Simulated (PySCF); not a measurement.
A made-up structure of CHFSi, closed shell:

| atom | x (Å) | y (Å) | z (Å) |
| --- | --- | --- | --- |
| C1 | 0.3084 | 0.8325 | 0.1481 |
| Si2 | -0.3163 | -0.6490 | -0.2706 |
| F3 | -0.1110 | -2.0831 | 0.3782 |
| H4 | 0.0655 | -2.9681 | 0.4952 |

It is relaxed with PBE-D4/def2-SVP and then PBE0-D4/def2-TZVP (PySCF 2.14 with density fitting (its default auxiliary sets; JK sets also for MP2 and CCSD(T))). Atoms count as bonded within 1.22 times the sum of their covalent radii (H–H: 0.88 Å). The end point is not checked to be a true minimum.

**Question.** Does its bonding change? (A judgement: the text doesn't fix the answer.)

**Answer.** The calculation gives: Yes. Formed: none; broken: Si2–F3.

Where it ends: The first stage lowers the energy by 1.99 eV in 73 steps. It ends as a complex of CSi + HF:
```xyz
4
angstrom
C -0.0268 0.2344 -0.6032
Si -1.1466 -0.8221 0.1526
F 0.0439 -2.5204 1.0869
H 0.8849 -2.2337 0.8098
```

For scale, one of the runs: PBE0-D4/def2-TZVP relaxation, 105 basis functions, launched by `OMP_NUM_THREADS=2 python run.py`. The run took 89 s on 2 CPU threads of an Arm Neoverse N1 (shared host), with 0.99 GiB of host memory at its peak.
